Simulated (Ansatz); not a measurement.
Worked example: correlation energy of SiCl, quartet

Geometry: that of the SiCl, doublet, kept fixed. The doublet lies 2.9 eV lower here.

```csv
atom,x (Å),y (Å),z (Å)
Si,0.0000,0.0000,0.0000
Cl,0.0000,0.0000,2.0671
```

Basis cc-pVDZ; Ansatz 0.2.0. Only valence electrons are correlated (noble-gas cores frozen), which leaves 11 electrons in 26 orbitals. R marks a restricted (for open shells ROHF) determinant, U an unrestricted one.

Full CI isn't at hand for all of this; UCCSDT(Q) serves as the reference, and is uncertain by the last step of the cluster series or more.

UCCSD has a T1 diagnostic of 0.020 and a largest doubles amplitude of 0.05.

Runs differ by some tens of microhartree through their thresholds and, for an open shell, their frozen cores, so steps under 0.03 kcal/mol mean nothing.

```tsv
level	total energy (hartree)
UHF	-748.347441
UMP2	-748.517965
UCCSD	-748.538755
UCCSD(T)	-748.543427
UCCSDT	-748.544111
UCCSDT(Q)	-748.544552
```

Problem. What is the correlation energy at UCCSDT(Q), and what share of it do UMP2 and UCCSD recover?

Solution. E(corr) = -748.544552 − (-748.347441) = -0.197111 hartree = -5.364 eV. UMP2: -0.170524 / -0.197111 = 86.51 %. UCCSD: -0.191314 / -0.197111 = 97.06 %.

Problem. By how many kcal/mol does UCCSD(T) miss UCCSDT(Q) (1 hartree = 627.509 kcal/mol), and which steps make up the rest?

Solution. -748.543427 − (-748.544552) = 0.001125 hartree = 0.71 kcal/mol. Steps: UCCSDT − UCCSD(T) = -0.43, UCCSDT(Q) − UCCSDT = -0.28 kcal/mol. That is within 1 kcal/mol of the reference in this basis, which itself misses far more of the correlation at the basis-set limit.
